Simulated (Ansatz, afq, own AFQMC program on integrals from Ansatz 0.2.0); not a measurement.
## Where AFQMC and coupled cluster stand for CH₅N, singlet

```yaml
atoms:
  - { symbol: C, position_ang: [-0.4663, -0.1354, -0.2785] }
  - { symbol: N, position_ang: [0.8042, 0.3952, 0.1655] }
  - { symbol: H, position_ang: [-0.9914, -0.8112, 0.4296] }
  - { symbol: H, position_ang: [-0.3295, -0.6948, -1.2179] }
  - { symbol: H, position_ang: [-1.1570, 0.6919, -0.5080] }
  - { symbol: H, position_ang: [1.4513, -0.3615, 0.3768] }
  - { symbol: H, position_ang: [0.6887, 0.9158, 1.0325] }
```

Basis def2-TZVP. Noble-gas cores (and the filled d shells of Ga–Kr and In–Xe) are frozen. Ansatz 0.2.0 and our own AFQMC program on the same integrals; the CISD trial comes from CCSD amplitudes, and released means the phaseless constraint is let go. Error bars are statistical, one sigma.

Determinant: RHF, the one that the program's search chose, which needn't be the lowest solution. The geometry is a PBE0/def2-SVP stationary point of this or a neighbouring charge and spin state.

No full CI on the walks' own integrals is used here; CCSDT(Q) serves as the reference and is uncertain by about the last step of the cluster series.

Cautions: the released energies are still falling, so no released level is given (meV from the phaseless value at times in 1/Eh: -6 ± 6 at 0.24, -5 ± 3 at 0.51, 1 ± 5 at 0.99, -11 ± 7 at 1.62, -22 ± 10 at 2.40), though the last usable value meets CCSDT(Q) within the noise.

* T1 diagnostic: 0.0079
* weight of the determinant in the CISD state: 0.878
* size of the correlated space: 14 electrons in 90 orbitals

Reference: CCSDT(Q), correlation energy -11.723 eV.

```tsv
level	E − E(reference) (kJ/mol)	share of correlation (%)
HF	1131.1	0.00
MP2	108.1	90.44
CCSD	38.9	96.56
CCSD(T)	2.6	99.77
CCSDT	1.4	99.87
ph-AFQMC/HF	-6.2 ± 3.2	100.55
ph-AFQMC/CISD	0.3 ± 0.6	99.97
```
